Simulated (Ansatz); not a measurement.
**Worked example: vertical ionisation energy of C4H10S (isobutyl mercaptan)**

The species is C4H10S (15 atoms), meant as a singlet with charge 0. As SMILES, `CC(C)CS`. Geometry: relaxed at PBE0-D4/def2-TZVP. This is one conformer, not always the lowest.

Both states at this one shape; open shells run unrestricted unless said. 1 Eh = 27.2114 eV.

```
                             level  program  singlet C4H10S (Eh)  doublet C4H10S+ (Eh)  HOMO of the first (eV)
BHLYP/6-31G* (spherical functions)   Ansatz          -556.505884           -556.177337                   -7.71
wB97X/6-31G* (spherical functions)   Ansatz          -556.572716           -556.238017                   -9.01
```

Task: Work out the vertical ionisation energy at each level.

Result: 
1. BHLYP/6-31G* (spherical functions): -556.177337 − (-556.505884) = 0.328547 Eh = 8.94 eV; −ε(HOMO) = 7.71 eV.
2. wB97X/6-31G* (spherical functions): -556.238017 − (-556.572716) = 0.334699 Eh = 9.11 eV; −ε(HOMO) = 9.01 eV.

No measured value is set beside it here; the levels span 8.94 to 9.11 eV.
